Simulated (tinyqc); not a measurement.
A ladder of methods, and size consistency: correlation methods against full CI in the sto-3g basis, for LiH, spin multiplicity 1. Computed by the program tinyqc with PySCF. 

Geometry (angstrom):
```
atom       x       y       z
Li    0.0000  0.0000  0.0000
H     0.0000  0.0000  1.8230
```

RHF energy of one = -7.848108 hartree

All electrons correlated; +Q is the Davidson correction (1 - c0^2) E_corr. The last columns treat two copies 100 angstrom apart as one system. FCI is the lowest singlet.

Correlation energies (hartree):
```
method   E_corr of one  share of FCI (%)  E_corr of two at 100 angstrom  two minus twice one (mhartree)
MP2           -0.01511            60.262                       -0.03022                       -3.48e-05
CISD          -0.02505            99.930                       -0.04843                           1.683
CISD+Q        -0.02598           103.624                       -0.05150                           0.461
CCSD          -0.02506            99.944                       -0.05012                       -8.01e-05
CCSD(T)       -0.02507            99.989                       -0.05014                       -7.98e-05
FCI           -0.02507           100.000                              -                               -
```

MP2 recovers 60 %, CISD 99.9 % and CCSD 99.9 % of the FCI value (c0^2 = 0.963 in CISD). MP2 and coupled cluster are size consistent, so their last column vanishes but for a trace of long-range electrostatics; CISD loses 1.68 mhartree, since a double excitation on each copy is a quadruple of the pair, and the Davidson correction leaves +0.46.
